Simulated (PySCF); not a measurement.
# H₄SeS, a complex of two parts: interaction energy, part 3 of 3

PySCF 2.14.0. Atoms count from 0, parts from 1. The steps go on from the part before.

## 8. Coupled-cluster interaction energy: CCSD(T) and MP2, 2.48 Å

Job settings and geometry (Å):

```
{"job": {"kind": "intercc", "basis": "aug-cc-pVDZ", "basis_mid": "aug-cc-pVTZ", "basis_large": "aug-cc-pVQZ"}, "charge": 0, "multiplicity": 1, "parts": [{"atoms": "0-2", "charge": 0, "multiplicity": 1}, {"atoms": "3-5", "charge": 0, "multiplicity": 1}]}
S     -0.340540     0.768419    -0.016891
H     -0.589030    -0.373088     0.643584
H      0.982361     0.542021    -0.015537
Se     0.060556    -1.923379    -2.772662
H     -0.334878    -0.749692    -1.977730
H     -1.294050    -2.067229    -3.316040
```

Method: CCSD(T)/aug-cc-pVDZ and MP2/aug-cc-pVTZ, aug-cc-pVQZ counterpoise interaction energy, frozen core, gas phase.

The program printed:

```text
part 1, own basis, geometry of the cluster: E = -398.7137404775 (as before)

part 2, own basis, geometry of the cluster: E = -2401.0489907375 (as before)

part 1, own basis, relaxed alone: E = -398.7137497967 (as before)

part 2, own basis, relaxed alone: E = -2401.0489940380 (as before)

cluster
final grid: 6552 points
cycle   1  E = -2799.7580560586  dE = -3.631e-03  |g| = 2.005e-02  |ddm| = 4.346e-01
cycle   2  E = -2799.7583529702  dE = -2.969e-04  |g| = 6.496e-03  |ddm| = 8.662e-02
cycle   3  E = -2799.7583956279  dE = -4.266e-05  |g| = 1.814e-03  |ddm| = 3.352e-02
cycle   4  E = -2799.7583984217  dE = -2.794e-06  |g| = 5.795e-04  |ddm| = 6.580e-03
cycle   5  E = -2799.7583987751  dE = -3.534e-07  |g| = 1.304e-04  |ddm| = 2.194e-03
cycle   6  E = -2799.7583987909  dE = -1.580e-08  |g| = 3.711e-05  |ddm| = 5.538e-04
cycle   7  E = -2799.7583987922  dE = -1.294e-09  |g| = 9.088e-06  |ddm| = 1.540e-04
cycle   8  E = -2799.7583987923  dE = -1.237e-10  |g| = 2.259e-06  |ddm| = 5.065e-05
converged SCF energy = -2799.7583987923

part 1 in the basis of the cluster
final grid: 6552 points
cycle   1  E = -398.7138094978  dE = -6.913e-05  |g| = 1.807e-03  |ddm| = 2.587e-01
cycle   2  E = -398.7138109557  dE = -1.458e-06  |g| = 3.046e-04  |ddm| = 3.536e-02
cycle   3  E = -398.7138110118  dE = -5.616e-08  |g| = 3.078e-05  |ddm| = 6.750e-03
cycle   4  E = -398.7138110126  dE = -7.642e-10  |g| = 6.394e-06  |ddm| = 3.823e-04
converged SCF energy = -398.7138110126

part 2 in the basis of the cluster
final grid: 6552 points
cycle   1  E = -2401.0490084609  dE = -1.874e-05  |g| = 7.136e-04  |ddm| = 1.482e-01
cycle   2  E = -2401.0490086262  dE = -1.654e-07  |g| = 1.186e-04  |ddm| = 1.531e-02
cycle   3  E = -2401.0490086301  dE = -3.810e-09  |g| = 4.403e-05  |ddm| = 2.276e-03
cycle   4  E = -2401.0490086303  dE = -2.337e-10  |g| = 4.049e-06  |ddm| = 3.054e-04
converged SCF energy = -2401.0490086303

Interaction energy (kcal/mol)
  counterpoise       -0.808
  uncorrected        -1.768
  dispersion part     0.000
  deformation         0.054
  binding            -0.754

Decomposition of the uncorrected value (kcal/mol)
  electrostatic      -4.940
  Pauli              10.151
  orbital            -2.494
  dispersion          0.000
  correlation        -4.486

Charge of each part in the cluster: 0.015 -0.015
part 1, own basis, geometry of the cluster: E = -398.7180287012 (as before)

part 2, own basis, geometry of the cluster: E = -2401.0523190691 (as before)

part 1, own basis, relaxed alone: E = -398.7180394474 (as before)

part 2, own basis, relaxed alone: E = -2401.0523250968 (as before)

cluster
final grid: 6552 points
cycle   1  E = -2799.7655734750  dE = -3.704e-03  |g| = 2.046e-02  |ddm| = 3.839e-01
cycle   2  E = -2799.7658825139  dE = -3.090e-04  |g| = 6.664e-03  |ddm| = 6.582e-02
cycle   3  E = -2799.7659265701  dE = -4.406e-05  |g| = 1.953e-03  |ddm| = 2.875e-02
cycle   4  E = -2799.7659297561  dE = -3.186e-06  |g| = 6.078e-04  |ddm| = 7.647e-03
cycle   5  E = -2799.7659301363  dE = -3.802e-07  |g| = 1.471e-04  |ddm| = 2.790e-03
cycle   6  E = -2799.7659301549  dE = -1.860e-08  |g| = 4.434e-05  |ddm| = 5.885e-04
cycle   7  E = -2799.7659301565  dE = -1.584e-09  |g| = 1.194e-05  |ddm| = 2.051e-04
cycle   8  E = -2799.7659301566  dE = -1.287e-10  |g| = 5.042e-06  |ddm| = 5.138e-05
converged SCF energy = -2799.7659301566

part 1 in the basis of the cluster
final grid: 6552 points
cycle   1  E = -398.7180503784  dE = -2.135e-05  |g| = 9.141e-04  |ddm| = 2.310e-01
cycle   2  E = -398.7180507663  dE = -3.878e-07  |g| = 1.391e-04  |ddm| = 2.980e-02
cycle   3  E = -398.7180507794  dE = -1.310e-08  |g| = 1.381e-05  |ddm| = 5.248e-03
cycle   4  E = -398.7180507795  dE = -1.671e-10  |g| = 2.153e-06  |ddm| = 3.346e-04
converged SCF energy = -398.7180507795

part 2 in the basis of the cluster
final grid: 6552 points
cycle   1  E = -2401.0523225538  dE = -3.998e-06  |g| = 3.086e-04  |ddm| = 1.300e-01
cycle   2  E = -2401.0523225905  dE = -3.670e-08  |g| = 3.744e-05  |ddm| = 1.573e-02
cycle   3  E = -2401.0523225913  dE = -8.081e-10  |g| = 7.185e-06  |ddm| = 2.511e-03
converged SCF energy = -2401.0523225913

Interaction energy (kcal/mol)
  counterpoise       -1.027
  uncorrected        -1.779
  dispersion part     0.000
  deformation         0.068
  binding            -0.960

Decomposition of the uncorrected value (kcal/mol)
  electrostatic      -4.900
  Pauli              10.221
  orbital            -2.548
  dispersion          0.000
  correlation        -4.551

Charge of each part in the cluster: 0.015 -0.015
part 1 in the basis of the cluster: E(HF) = -398.698453922  E2 = -0.155877260  E(CCSD corr) = -0.178533668  (T) = -0.004942396
part 2 in the basis of the cluster: E(HF) = -2400.974732898  E2 = -0.156580489  E(CCSD corr) = -0.177077176  (T) = -0.005038223
cluster: E(HF) = -2799.668866986  E2 = -0.316914769  E(CCSD corr) = -0.358660743  (T) = -0.010545646

Counterpoise interaction energy (kcal/mol)
  hf_small                   2.711
  mp2_small                 -0.086
  ccsd_small                 0.797
  ccsdt_small                0.442
  hf_large                   2.788
  mp2_large                 -1.027
  hf_middle                  2.774
  mp2_middle                -0.808
  scs_mp2_large             -0.119
  mp2_limit                 -1.198
  ccsdt_less_mp2             0.528
  ccsdt_limit_estimate      -0.669
  bsse_mp2_large             0.751
```

It took 2.8 min on 1 thread of Arm Neoverse N1, shared host; peak memory 1.2 GiB.

Contacts at this geometry (a selection, picked against the atoms' radii; other short pairs can be missing):

```csv
atoms,distance (Å),kind (by distance and angle),angle (°)
H4···S0,2.48,hydrogen bond,156
```

```csv
method,interaction energy (kcal/mol),"from CCSD(T), limit estimate (kcal/mol)"
HF/aug-cc-pVDZ,2.71,+3.38
MP2/aug-cc-pVDZ,-0.09,+0.58
CCSD/aug-cc-pVDZ,0.80,+1.47
CCSD(T)/aug-cc-pVDZ,0.44,+1.11
HF/aug-cc-pVQZ,2.79,+3.46
MP2/aug-cc-pVQZ,-1.03,-0.36
SCS-MP2/aug-cc-pVQZ,-0.12,+0.55
"MP2, extrapolated",-1.20,-0.53
"CCSD(T), limit estimate",-0.67,0
```

These energies keep the parts at their geometry in the cluster; deforming them to it costs 0.07 kcal/mol (MP2).

## 9. Coupled-cluster interaction energy: CCSD(T) and MP2, 4.13 Å

Settings changed since step 8:

```diff
@@ -4,4 +4,4 @@
 H      0.982361     0.542021    -0.015537
-Se     0.060556    -1.923379    -2.772662
-H     -0.334878    -0.749692    -1.977730
-H     -1.294050    -2.067229    -3.316040
+Se     0.064330    -2.935453    -4.079888
+H     -0.331104    -1.761766    -3.284956
+H     -1.290276    -3.079303    -4.623266
```

Method: CCSD(T)/aug-cc-pVDZ and MP2/aug-cc-pVTZ, aug-cc-pVQZ counterpoise interaction energy, frozen core, gas phase.

The program printed:

```text
part 1, own basis, geometry of the cluster: E = -398.7137404775 (as before)

part 2, own basis, geometry of the cluster: E = -2401.0489907375 (as before)

part 1, own basis, relaxed alone: E = -398.7137497967 (as before)

part 2, own basis, relaxed alone: E = -2401.0489940380 (as before)

cluster
final grid: 6552 points
cycle   1  E = -2799.7632101742  dE = -6.437e-05  |g| = 2.411e-03  |ddm| = 1.442e-01
cycle   2  E = -2799.7632138494  dE = -3.675e-06  |g| = 7.644e-04  |ddm| = 2.012e-02
cycle   3  E = -2799.7632143059  dE = -4.566e-07  |g| = 3.135e-04  |ddm| = 3.463e-03
cycle   4  E = -2799.7632143814  dE = -7.544e-08  |g| = 8.657e-05  |ddm| = 1.209e-03
cycle   5  E = -2799.7632143870  dE = -5.586e-09  |g| = 2.125e-05  |ddm| = 4.186e-04
cycle   6  E = -2799.7632143874  dE = -3.893e-10  |g| = 4.186e-06  |ddm| = 1.542e-04
converged SCF energy = -2799.7632143874

part 1 in the basis of the cluster
final grid: 6552 points
cycle   1  E = -398.7137564111  dE = -1.636e-05  |g| = 7.120e-04  |ddm| = 1.299e-01
cycle   2  E = -398.7137566808  dE = -2.697e-07  |g| = 1.099e-04  |ddm| = 1.895e-02
cycle   3  E = -398.7137566892  dE = -8.323e-09  |g| = 1.071e-05  |ddm| = 3.708e-03
cycle   4  E = -398.7137566892  dE = -9.118e-11  |g| = 1.825e-06  |ddm| = 2.263e-04
converged SCF energy = -398.7137566892

part 2 in the basis of the cluster
final grid: 6552 points
cycle   1  E = -2401.0489949697  dE = -4.292e-06  |g| = 2.759e-04  |ddm| = 5.447e-02
cycle   2  E = -2401.0489950131  dE = -4.333e-08  |g| = 3.765e-05  |ddm| = 5.504e-03
cycle   3  E = -2401.0489950141  dE = -1.044e-09  |g| = 9.796e-06  |ddm| = 8.129e-04
cycle   4  E = -2401.0489950141  dE = -3.229e-11  |g| = 1.908e-06  |ddm| = 6.410e-05
converged SCF energy = -2401.0489950141

Interaction energy (kcal/mol)
  counterpoise       -0.597
  uncorrected        -0.753
  dispersion part     0.000
  deformation         0.054
  binding            -0.543

Decomposition of the uncorrected value (kcal/mol)
  electrostatic      -0.328
  Pauli               0.068
  orbital            -0.043
  dispersion          0.000
  correlation        -0.449

Charge of each part in the cluster: 0.000 -0.000
part 1, own basis, geometry of the cluster: E = -398.7180287012 (as before)

part 2, own basis, geometry of the cluster: E = -2401.0523190691 (as before)

part 1, own basis, relaxed alone: E = -398.7180394474 (as before)

part 2, own basis, relaxed alone: E = -2401.0523250968 (as before)

cluster
final grid: 6552 points
cycle   1  E = -2799.7708075069  dE = -5.111e-05  |g| = 2.444e-03  |ddm| = 1.181e-01
cycle   2  E = -2799.7708110064  dE = -3.500e-06  |g| = 8.273e-04  |ddm| = 1.751e-02
cycle   3  E = -2799.7708114568  dE = -4.504e-07  |g| = 3.491e-04  |ddm| = 3.800e-03
cycle   4  E = -2799.7708115476  dE = -9.078e-08  |g| = 1.076e-04  |ddm| = 1.690e-03
cycle   5  E = -2799.7708115542  dE = -6.641e-09  |g| = 2.540e-05  |ddm| = 3.885e-04
cycle   6  E = -2799.7708115548  dE = -5.311e-10  |g| = 4.837e-06  |ddm| = 1.825e-04
converged SCF energy = -2799.7708115548

part 1 in the basis of the cluster
final grid: 6552 points
cycle   1  E = -398.7180373909  dE = -9.093e-06  |g| = 5.903e-04  |ddm| = 9.634e-02
cycle   2  E = -398.7180375809  dE = -1.900e-07  |g| = 9.600e-05  |ddm| = 1.179e-02
cycle   3  E = -398.7180375873  dE = -6.460e-09  |g| = 8.691e-06  |ddm| = 2.237e-03
cycle   4  E = -398.7180375874  dE = -6.440e-11  |g| = 1.339e-06  |ddm| = 1.715e-04
converged SCF energy = -398.7180375874

part 2 in the basis of the cluster
final grid: 6552 points
cycle   1  E = -2401.0523198971  dE = -7.891e-07  |g| = 1.166e-04  |ddm| = 4.631e-02
cycle   2  E = -2401.0523199052  dE = -8.092e-09  |g| = 1.448e-05  |ddm| = 4.593e-03
cycle   3  E = -2401.0523199054  dE = -1.855e-10  |g| = 2.113e-06  |ddm| = 6.242e-04
converged SCF energy = -2401.0523199054

Interaction energy (kcal/mol)
  counterpoise       -0.605
  uncorrected        -0.721
  dispersion part     0.000
  deformation         0.068
  binding            -0.537

Decomposition of the uncorrected value (kcal/mol)
  electrostatic      -0.324
  Pauli               0.067
  orbital            -0.035
  dispersion          0.000
  correlation        -0.430

Charge of each part in the cluster: 0.000 -0.000
part 1 in the basis of the cluster: E(HF) = -398.698096169  E2 = -0.155163877  E(CCSD corr) = -0.177817777  (T) = -0.004861069
part 2 in the basis of the cluster: E(HF) = -2400.974647058  E2 = -0.155956337  E(CCSD corr) = -0.176453596  (T) = -0.004984578
cluster: E(HF) = -2799.673255255  E2 = -0.311547801  E(CCSD corr) = -0.354561015  (T) = -0.009902093

Counterpoise interaction energy (kcal/mol)
  hf_small                  -0.321
  mp2_small                 -0.590
  ccsd_small                -0.503
  ccsdt_small               -0.538
  hf_large                  -0.285
  mp2_large                 -0.605
  hf_middle                 -0.290
  mp2_middle                -0.597
  scs_mp2_large             -0.519
  mp2_limit                 -0.615
  ccsdt_less_mp2             0.051
  ccsdt_limit_estimate      -0.564
  bsse_mp2_large             0.116
```

Wall time 3 min (1 thread of Arm Neoverse N1, shared host); peak memory 1.2 GiB.

Contacts at this geometry (a selection, picked against the atoms' radii; other short pairs can be missing):

```csv
atoms,distance (Å),kind (by distance and angle),angle (°)
S0···H4,4.13,beyond van der Waals contact,–
```

Differences are taken before rounding.

```csv
method,interaction energy (kcal/mol),"from CCSD(T), limit estimate (kcal/mol)"
HF/aug-cc-pVDZ,-0.32,+0.24
MP2/aug-cc-pVDZ,-0.59,-0.03
CCSD/aug-cc-pVDZ,-0.50,+0.06
CCSD(T)/aug-cc-pVDZ,-0.54,+0.03
HF/aug-cc-pVQZ,-0.28,+0.28
MP2/aug-cc-pVQZ,-0.61,-0.04
SCS-MP2/aug-cc-pVQZ,-0.52,+0.04
"MP2, extrapolated",-0.62,-0.05
"CCSD(T), limit estimate",-0.56,0
```

These energies keep the parts at their geometry in the cluster; deforming them to it costs 0.07 kcal/mol (MP2).

## 10. Coupled-cluster interaction energy: CCSD(T) and MP2, 5.51 Å

Settings changed since step 9:

```diff
@@ -4,4 +4,4 @@
 H      0.982361     0.542021    -0.015537
-Se     0.064330    -2.935453    -4.079888
-H     -0.331104    -1.761766    -3.284956
-H     -1.290276    -3.079303    -4.623266
+Se     0.067476    -3.778848    -5.169243
+H     -0.327958    -2.605161    -4.374311
+H     -1.287130    -3.922698    -5.712621
```

Level: CCSD(T)/aug-cc-pVDZ and MP2/aug-cc-pVTZ, aug-cc-pVQZ counterpoise interaction energy, frozen core, gas phase.

The program printed:

```text
part 1, own basis, geometry of the cluster: E = -398.7137404775 (as before)

part 2, own basis, geometry of the cluster: E = -2401.0489907375 (as before)

part 1, own basis, relaxed alone: E = -398.7137497967 (as before)

part 2, own basis, relaxed alone: E = -2401.0489940380 (as before)

cluster
final grid: 6552 points
cycle   1  E = -2799.7629151383  dE = -8.744e-06  |g| = 9.270e-04  |ddm| = 5.212e-02
cycle   2  E = -2799.7629156474  dE = -5.091e-07  |g| = 2.922e-04  |ddm| = 8.266e-03
cycle   3  E = -2799.7629157062  dE = -5.877e-08  |g| = 1.169e-04  |ddm| = 1.670e-03
cycle   4  E = -2799.7629157172  dE = -1.097e-08  |g| = 3.169e-05  |ddm| = 7.024e-04
cycle   5  E = -2799.7629157179  dE = -7.130e-10  |g| = 7.816e-06  |ddm| = 1.128e-04
converged SCF energy = -2799.7629157179

part 1 in the basis of the cluster
final grid: 6552 points
cycle   1  E = -398.7137426785  dE = -2.209e-06  |g| = 2.578e-04  |ddm| = 3.307e-02
cycle   2  E = -398.7137427273  dE = -4.879e-08  |g| = 4.523e-05  |ddm| = 5.493e-03
cycle   3  E = -398.7137427291  dE = -1.834e-09  |g| = 3.878e-06  |ddm| = 1.208e-03
cycle   4  E = -398.7137427292  dE = -1.592e-11  |g| = 6.644e-07  |ddm| = 6.411e-05
converged SCF energy = -398.7137427292

part 2 in the basis of the cluster
final grid: 6552 points
cycle   1  E = -2401.0489923829  dE = -1.688e-06  |g| = 1.626e-04  |ddm| = 3.488e-02
cycle   2  E = -2401.0489924019  dE = -1.900e-08  |g| = 2.065e-05  |ddm| = 3.802e-03
cycle   3  E = -2401.0489924022  dE = -3.774e-10  |g| = 2.403e-06  |ddm| = 5.634e-04
converged SCF energy = -2401.0489924022

Interaction energy (kcal/mol)
  counterpoise       -0.173
  uncorrected        -0.207
  dispersion part     0.000
  deformation         0.054
  binding            -0.120

Decomposition of the uncorrected value (kcal/mol)
  electrostatic      -0.111
  Pauli               0.001
  orbital            -0.006
  dispersion          0.000
  correlation        -0.092

Charge of each part in the cluster: 0.000 -0.000
part 1, own basis, geometry of the cluster: E = -398.7180287012 (as before)

part 2, own basis, geometry of the cluster: E = -2401.0523190691 (as before)

part 1, own basis, relaxed alone: E = -398.7180394474 (as before)

part 2, own basis, relaxed alone: E = -2401.0523250968 (as before)

cluster
final grid: 6552 points
cycle   1  E = -2799.7705265269  dE = -6.389e-06  |g| = 9.330e-04  |ddm| = 8.760e-02
cycle   2  E = -2799.7705269657  dE = -4.388e-07  |g| = 3.163e-04  |ddm| = 9.474e-03
cycle   3  E = -2799.7705270197  dE = -5.393e-08  |g| = 1.256e-04  |ddm| = 1.350e-03
cycle   4  E = -2799.7705270321  dE = -1.245e-08  |g| = 4.093e-05  |ddm| = 6.235e-04
cycle   5  E = -2799.7705270331  dE = -9.290e-10  |g| = 8.501e-06  |ddm| = 1.644e-04
converged SCF energy = -2799.7705270331

part 1 in the basis of the cluster
final grid: 6552 points
cycle   1  E = -398.7180302756  dE = -1.580e-06  |g| = 1.900e-04  |ddm| = 8.689e-02
cycle   2  E = -398.7180302969  dE = -2.132e-08  |g| = 2.466e-05  |ddm| = 9.797e-03
cycle   3  E = -398.7180302974  dE = -4.737e-10  |g| = 1.880e-06  |ddm| = 1.478e-03
converged SCF energy = -398.7180302974

part 2 in the basis of the cluster
final grid: 6552 points
cycle   1  E = -2401.0523193507  dE = -2.927e-07  |g| = 6.999e-05  |ddm| = 2.339e-02
cycle   2  E = -2401.0523193545  dE = -3.770e-09  |g| = 9.533e-06  |ddm| = 2.160e-03
cycle   3  E = -2401.0523193546  dE = -7.822e-11  |g| = 8.234e-07  |ddm| = 3.134e-04
converged SCF energy = -2401.0523193546

Interaction energy (kcal/mol)
  counterpoise       -0.175
  uncorrected        -0.196
  dispersion part     0.000
  deformation         0.068
  binding            -0.107

Decomposition of the uncorrected value (kcal/mol)
  electrostatic      -0.109
  Pauli               0.001
  orbital            -0.004
  dispersion          0.000
  correlation        -0.083

Charge of each part in the cluster: 0.000 -0.000
part 1 in the basis of the cluster: E(HF) = -398.698072386  E2 = -0.155115210  E(CCSD corr) = -0.177769370  (T) = -0.004854550
part 2 in the basis of the cluster: E(HF) = -2400.974634843  E2 = -0.155891988  E(CCSD corr) = -0.176389666  (T) = -0.004979529
cluster: E(HF) = -2799.672901261  E2 = -0.311090531  E(CCSD corr) = -0.354205967  (T) = -0.009844338

Counterpoise interaction energy (kcal/mol)
  hf_small                  -0.122
  mp2_small                 -0.174
  ccsd_small                -0.151
  ccsdt_small               -0.158
  hf_large                  -0.111
  mp2_large                 -0.175
  hf_middle                 -0.113
  mp2_middle                -0.173
  scs_mp2_large             -0.155
  mp2_limit                 -0.177
  ccsdt_less_mp2             0.016
  ccsdt_limit_estimate      -0.161
  bsse_mp2_large             0.021
```

Run time: 2.8 min. Hardware: 1 thread of Arm Neoverse N1, shared host; peak memory 1.2 GiB.

Contacts at this geometry (a selection, picked against the atoms' radii; other short pairs can be missing):

```csv
atoms,distance (Å),kind (by distance and angle),angle (°)
S0···Se3,6.88,beyond van der Waals contact,–
```

Differences are taken before rounding.

```csv
method,interaction energy (kcal/mol),"from CCSD(T), limit estimate (kcal/mol)"
HF/aug-cc-pVDZ,-0.122,+0.039
MP2/aug-cc-pVDZ,-0.174,-0.013
CCSD/aug-cc-pVDZ,-0.151,+0.009
CCSD(T)/aug-cc-pVDZ,-0.158,+0.003
HF/aug-cc-pVQZ,-0.111,+0.049
MP2/aug-cc-pVQZ,-0.175,-0.014
SCS-MP2/aug-cc-pVQZ,-0.155,+0.005
"MP2, extrapolated",-0.177,-0.016
"CCSD(T), limit estimate",-0.161,0
```

These energies keep the parts at their geometry in the cluster; deforming them to it costs 0.07 kcal/mol (MP2).

## 11. The curve

Counterpoise interaction energies (kcal/mol):

```csv
S0···H4 (Å),HF,MP2 limit,CCSD(T) estimate,time
2.48,2.79,-1.20,-0.67,2.8 min
2.62,1.58,-1.60,-1.20,3.1 min
2.75,0.80,-1.75,-1.44,2.9 min
2.89,0.30,-1.75,-1.50,2.8 min
3.03,-0.01,-1.66,-1.46,2.9 min
3.44,-0.34,-1.21,-1.10,2.8 min
4.13,-0.28,-0.62,-0.56,3 min
5.51,-0.11,-0.18,-0.16,2.8 min
```

## 12. Outcome

The summary covers parts 1 to 3.

| quantity | value |
| --- | --- |
| point group | C1 |
| rotational constants (main isotopes) | 91.13, 1.23, 1.22 GHz |
| CCSD(T) estimate at 2.48 Å | -0.67 kcal/mol |
| CCSD(T) estimate at 2.62 Å | -1.20 kcal/mol |
| CCSD(T) estimate at 2.75 Å | -1.44 kcal/mol |
| CCSD(T) estimate at 2.89 Å | -1.50 kcal/mol |
| CCSD(T) estimate at 3.03 Å | -1.46 kcal/mol |
| CCSD(T) estimate at 3.44 Å | -1.10 kcal/mol |
| CCSD(T) estimate at 4.13 Å | -0.56 kcal/mol |
| CCSD(T) estimate at 5.51 Å | -0.16 kcal/mol |

Over 3 steps the energy fell by 0.102 eV; of the close pairs, S0–H2 changed most, 1.284 to 1.342 Å. No frequency check was run at this level, so the end point may be a saddle. Along the rigid scan the CCSD(T) estimate is lowest at 2.89 Å (-1.50 kcal/mol), where MP2 at the limit misses it by -0.25 and Hartree-Fock by +1.80.
